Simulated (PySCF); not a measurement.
Unknown compound

An unknown has the formula C3H7NO. Its calculated NMR data are:

¹H NMR (600 MHz, computed): δ 4.57 (br, 1H), 2.93 (d, 3H), 1.81 (s, 3H).

¹³C{¹H} NMR (computed): δ 172.3 (C), 26.2 (CH3), 23.7 (CH3).

- σ from GIAO-B97-2/pcSseg-2
- structure optimised with PBE0-D3(BJ)/def2-TZVP
- run in PySCF 2.14.0 with density-fitted response routines
- no solvent model, fast rotation and ring inversion assumed for equivalent nuclei, a single conformation, non-relativistic

Shifts are taken against calculated references (same method and geometry level): TMS for ¹H (31.64 ppm), ¹³C (185.38 ppm).

Propose a structure and justify it.

## Answers


1. The formula gives 1 degree of unsaturation (no ring in the answer).
2. 3 carbon signals for 3 carbons: no two carbons are equivalent.
3. Carbon types of the structure: 1 × C, 2 × CH3, leaving 1 H on heteroatoms.
4. δC 172.3: amide carbonyl carbon; lone-pair donation from the attached heteroatom keeps it upfield of a ketone carbonyl.
5. δC 26.2: methyl carbon bonded to N; the inductive effect lowers its shielding.
6. δC 23.7: methyl carbon α to a carbonyl; the adjacent C=O deshields it moderately.
7. δH 4.57: hydrogen on an amide-type nitrogen; exchangeable; this is the value without hydrogen bonding to other molecules.
8. δH 2.93: hydrogen on a methyl carbon bonded to N; its carbon carries N, hence the downfield position.
9. δH 1.81: hydrogen on a methyl carbon α to a carbonyl; α to C=O.

These data were computed for `CNC(C)=O`.

The shifts were computed for this structure.

The OH or NH signal is concentration- and solvent-dependent in practice; the value given is the gas-phase one. Amide-type NH protons are broadened by 14N but still split neighbouring CH signals. Shifts are as computed. Against solution values, carbons near 30 ppm lie about +3 ppm off and those near 130 ppm about +7 ppm. Of 1211 compounds with measured shifts, 218 miss one by over three times the rms of a fit or turn the order of signals round; such compounds aren't used in these exercises. The C=O carbon of an acid or of an amide with N–H lies up to 10 ppm further downfield in solution, through hydrogen bonding that the calculation lacks. Multiplicities follow the n + 1 count of equivalent neighbours, as no J values were calculated; m marks all less simple cases, F and P coupling included.
